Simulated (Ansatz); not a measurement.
A geometry relaxed with PBE0-D3(BJ)/def2-TZVP run with Ansatz (a program for electronic structure), charge 0, multiplicity 1:

```xyz
9

H      1.0922     1.1817    -0.1762
C     -1.1506    -0.1440     0.0600
H     -2.0036    -0.6432    -0.4004
C      1.1500     0.0843    -0.1368
H      1.9941    -0.2465    -0.7425
H     -1.0844    -0.4518     1.1137
O     -0.0054    -0.5103    -0.6554
H     -1.3155     0.9428     0.0299
H      1.3233    -0.2129     0.9077
```

Q: Write the SMILES of this molecule.

A: `COC`
